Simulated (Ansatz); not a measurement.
Frontier orbitals of Al₂H₅N (`[NH2][AlH][AlH2]`).

```xyz
8

N    -0.194    0.136    1.790
Al   -0.756   -0.447    0.212
Al    0.699    0.174   -1.845
H     0.643    0.678    1.937
H    -0.661   -0.026    2.669
H    -2.107   -1.291    0.251
H     0.288   -0.172   -3.347
H     2.087    0.946   -1.667
```

Total charge 0; spin multiplicity 1. Geometry: relaxed with PBE0-D4/def2-TZVP. It is one conformer, not always the lowest. Basis def2-TZVPP, Ansatz 0.2.0.

| functional | HOMO (eV) | LUMO (eV) | gap (eV) |
| --- | --- | --- | --- |
| LDA (SPW92) | -5.84 | -3.30 | 2.54 |
| PBE | -5.79 | -3.12 | 2.67 |
| B97M-V | -6.07 | -3.17 | 2.90 |
| PBE0 | -6.83 | -2.40 | 4.43 |
| HSE06 (plane-wave form) | -6.43 | -2.77 | 3.66 |
| BHLYP | -7.76 | -1.61 | 6.15 |
| LC-ωPBE | -9.34 | -0.43 | 8.91 |
| ωB97X-V | -9.04 | -0.51 | 8.53 |
| ωB97M-V | -8.74 | -0.73 | 8.01 |

Against PBE, PBE0 changes HOMO and LUMO by −1.04 and +0.71 eV, ωB97M-V by −2.95 and +2.38 eV. A gap of 2.68 eV thus becomes 8.01 eV for the same molecule, so an orbital gap means little without its functional.

LC-ωPBE has ω = 0.4 bohr⁻¹.
